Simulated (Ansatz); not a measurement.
## Nudged elastic band run: HO3S

input.yaml

```yaml
crystal:
  periodic: [false, false, false]
  atoms:
    - { symbol: O, position_ang: [1.107138, -0.53035, 1.537018] }
    - { symbol: S, position_ang: [0.571483, -0.506813, -0.031081] }
    - { symbol: O, position_ang: [-0.728053, -1.442877, -0.460791] }
    - { symbol: O, position_ang: [0.015678, 1.251254, -0.362804] }
    - { symbol: H, position_ang: [-0.916245, 1.155186, -0.723742] }
magnetization:
  spin_polarized: true
  initial_magnetization: 1
basis:
  gaussian: { orbitals: "6-31G" }
hamiltonian:
  xc: pbe
  dispersion: d4
neb:
  order_check: false
  images: 7
  f_tol: 0.03
  max_iterations: 60
  initial_path: idpp
  final_atoms:
    - { symbol: O, position_ang: [1.48532291, -0.56656718, 1.16069658] }
    - { symbol: S, position_ang: [-0.07011013, -0.44122351, 0.60116356] }
    - { symbol: O, position_ang: [-0.58767713, -1.460419, -0.60004429] }
    - { symbol: O, position_ang: [-0.21607521, 1.27369856, -0.13651599] }
    - { symbol: H, position_ang: [-0.56145945, 1.12091114, -1.06669986] }
```

Run as:

```bash
$ ansatz run input.yaml --threads 1 --pin off --max-ram 2048MiB --backend cpu --events-out ev --progress --plain --runs-dir out
```

Output, in part (warnings, iteration lines, the closing report on the highest movable image, with atoms numbered from 0):

```
NEB end point (image 0): max|allowed force component| = 6.546e-3 eV/Å (the criterion of neb.relax_end_points is 1.000e-2)
NEB end point (image 8): max|allowed force component| = 8.103e-3 eV/Å (the criterion of neb.relax_end_points is 1.000e-2)
NEB iter   1: max|band force component| = 1.227e0 eV/Å  barrier→ = 1.0624 eV  barrier← = 1.0624 eV  Δτ_max = 0.1242 Å  (599 SCF iters)
NEB iter   2: max|band force component| = 9.182e-1 eV/Å  barrier→ = 0.8916 eV  barrier← = 0.8916 eV  Δτ_max = 0.1545 Å  (267 SCF iters)
NEB iter   3: max|band force component| = 5.647e-1 eV/Å  barrier→ = 0.7233 eV  barrier← = 0.7233 eV  Δτ_max = 0.1447 Å  (248 SCF iters)
NEB iter   4: max|band force component| = 7.492e-1 eV/Å  barrier→ = 0.6272 eV  barrier← = 0.6272 eV  Δτ_max = 0.0667 Å  (260 SCF iters)
NEB iter   5: max|band force component| = 5.322e-1 eV/Å  barrier→ = 0.5912 eV  barrier← = 0.5912 eV  Δτ_max = 0.0184 Å  (254 SCF iters)
NEB iter   6: max|band force component| = 1.381e-1 eV/Å  barrier→ = 0.5812 eV  barrier← = 0.5811 eV  CI = image 4  Δτ_max = 0.0135 Å  (239 SCF iters)
NEB iter   7: max|band force component| = 2.363e-2 eV/Å  barrier→ = 0.5802 eV  barrier← = 0.5802 eV  CI = image 4  Δτ_max = 0.0000 Å  (949 SCF iters)
Total energy: -16973.47578752 eV, -623.7637301563 hartree
Atom 0 at     1.043125    -0.665909     1.683718 Å, force    -0.003210     0.001658    -0.006081 eV/Å
Atom 1 at     0.073977    -0.463997     0.379886 Å, force     0.005378     0.018834    -0.001061 eV/Å
Atom 2 at    -0.942116    -1.702161     0.006705 Å, force    -0.006929    -0.019248     0.002294 eV/Å
Atom 3 at     0.270291     1.424064    -0.681675 Å, force     0.005146    -0.005242     0.006258 eV/Å
Atom 4 at    -0.395275     1.334403    -1.430034 Å, force    -0.000385     0.003999    -0.001410 eV/Å
Dipole moment:    -0.230022     0.210894    -0.424628 e Å
```

The run converged. A vibrational analysis at the climbing image gives one clearly imaginary mode, 272i cm⁻¹: a first-order saddle point. Limits of this set-up: no polarisation functions.

Final band (atoms are numbered from 1 in the order of the input):

```csv
image,path coordinate (Å),energy (eV),height of S2 over the plane of its neighbours (Å)
0,0.00,0.00,0.55
1,0.29,0.01,0.54
2,0.57,0.10,0.47
3,0.86,0.37,0.29
4,1.15,0.58,0.00
5,1.44,0.36,-0.29
6,1.73,0.10,-0.47
7,2.01,0.01,-0.54
8,2.30,0.00,-0.55
```

Run time: 110 s on 1 thread of Arm Neoverse V1, with other jobs on the host, peak memory 0.1 GiB.
